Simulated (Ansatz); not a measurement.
in.yaml

```yaml
crystal:
  periodic: [false, false, false]
  atoms:
    - {symbol: B, position_ang: [0.000000, 0.000000, 0.000000]}
    - {symbol: Al, position_ang: [0.000000, 0.000000, 1.641000]}
basis:
  gaussian: {orbitals: cc-pVDZ}
magnetization: {spin_polarized: true, initial_magnetization: 2}
hamiltonian: {xc: {name: BLYP}}
```

```sh
$ ansatz run in.yaml --threads 1 --pin off --events-out ev --progress --plain --max-ram 2393MiB
```

The program prints:

```
315 factors; integrals over basis functions are off by at most 1.0e-3 eV
mean field evaluation 1: about -7257.2013 eV, gradient 3.0e1 eV
mean field evaluation 2: about -7228.0221 eV, gradient 4.8e1 eV
mean field evaluation 4: about -7265.4107 eV, gradient 7.4e0 eV
mean field evaluation 8: about -7266.1408 eV, gradient 1.5e-1 eV
mean field evaluation 16: about -7266.1452 eV, gradient 1.6e-4 eV
mean field evaluation 32: about -7264.9622 eV, gradient 8.6e-1 eV
mean field -7266.14518530 eV, -267.0259103896 hartree, gradient 1.2e-6 eV, S^2 2.070618; 8 other end points of the search recorded, 0 dependent functions left out
reference -7266.14540829 eV, -267.0259185846 hartree; 10, 8 occupied and 22, 24 virtual orbitals, 315 factors
Total energy: -7266.14540829 eV, -267.0259185846 hartree
```

Ran on 1 thread of Arm Neoverse N1, shared host: 3.2 s wall, 0.08 GiB peak host memory.
